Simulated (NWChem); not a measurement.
Species: methanethiol (CH$_{4}$S); SMILES CS

```xyz
6

C      0.0118     1.1488     0.0000
S      0.0686    -0.6625     0.0000
H     -0.4794     1.5445     0.8999
H      1.0567     1.4884     0.0000
H     -0.4794     1.5445    -0.8999
H     -1.2656    -0.8692     0.0000
```
Atoms are numbered in this order, from 1.

All runs: NWChem. Pople sets run with spherical d functions. All runs use the structure optimised with PBE0/def2-SVP. B3LYP is NWChem's, with the RPA form of VWN correlation. Ions are spin-unrestricted doublets at the neutral geometry; other ion states weren't tried.

| level | vertical ionisation energy, ΔSCF (eV) | −ε(HOMO) (eV) | ΔSCF minus −ε(HOMO) (eV) |
|---|---|---|---|
| B3LYP/6-31+G* | 9.42 | 6.57 | 2.85 |
| PBE/6-31+G* | 9.31 | 5.54 | 3.77 |
| r2SCAN/6-31+G* | 9.32 | 5.80 | 3.52 |
| LRC-wPBEh/6-31+G* | 9.42 | 8.69 | 0.73 |
| M06-2X/6-31+G* | 9.51 | 7.99 | 1.52 |
